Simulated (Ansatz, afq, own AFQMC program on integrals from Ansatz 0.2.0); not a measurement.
**Where AFQMC and coupled cluster stand for CH₄S, triplet**

```yaml
atoms:
  - { symbol: C, position_ang: [-1.8863, 0.0000, 0.0000] }
  - { symbol: H, position_ang: [-2.2495, 1.0273, 0.0000] }
  - { symbol: H, position_ang: [-2.2495, -0.5137, 0.8897] }
  - { symbol: H, position_ang: [-2.2495, -0.5137, -0.8897] }
  - { symbol: H, position_ang: [-0.7967, 0.0000, 0.0000] }
  - { symbol: S, position_ang: [0.9437, 0.0000, 0.0000] }
```

Connectivity, by distances: CH3 ··· S, 1 bridging H.

Basis cc-pVTZ. Noble-gas cores (and the filled d shells of Ga–Kr and In–Xe) are frozen. AFQMC by an in-house program on the Cholesky factors that Ansatz 0.2.0 writes for its CCSD(T) run. ph-AFQMC/CISD is guided by a CISD state made of CCSD amplitudes; releasing the constraint for a short imaginary time cuts its bias at the price of noise, slowly where states lie close. Error bars are statistical, one sigma.

Determinant: UHF, the one that the program's search chose, which needn't be the lowest solution. The geometry is a point of a scan.

No full CI on the walks' own integrals is used here. The released AFQMC energy serves as the reference, which it does only where one determinant dominates, the energy is flat over the last release times and near the phaseless one (40 meV or 2 meV an electron, half that with transition metals). On small molecules, where full CI could be run and the noise was under 10 meV, such values lay within 10 meV of it in 19 cases of 20, a flattering rate, since the rule was set on those same cases; what remains of the bias isn't in the error bar.

Cautions: lower spins were not checked; the released value is read at 2.40 1/Eh with a noise of 11 meV, more than in the cases checked (meV from the phaseless value at times in 1/Eh: -6 ± 5 at 0.24, -23 ± 5 at 0.51, -21 ± 6 at 0.99, -11 ± 9 at 1.62, -27 ± 11 at 2.40).

- T1 diagnostic: 0.0107
- weight of the determinant in the CISD state: 0.864
- ⟨S²⟩ of the determinant: 2.018
- size of the correlated space: 14 electrons in 114 orbitals

Reference: AFQMC with the constraint released, correlation energy -10.444 ± 0.011 eV.

```tsv
level	E − E(reference) (kJ/mol)	share of correlation (%)
HF	1007.7 ± 1.1	0.00
MP2	146.3 ± 1.1	85.48
CCSD	38.3 ± 1.1	96.20
CCSD(T)	4.9 ± 1.1	99.51
ph-AFQMC/CISD	2.6 ± 1.2	99.74
```

A walk keeps the symmetry of its determinant, which the program's search chose and which needn't be the lowest solution, so a lower state of the same spin and another symmetry isn't excluded. Released energies are given only where the last usable release times agree within the noise; a slower fall can still hide under it.
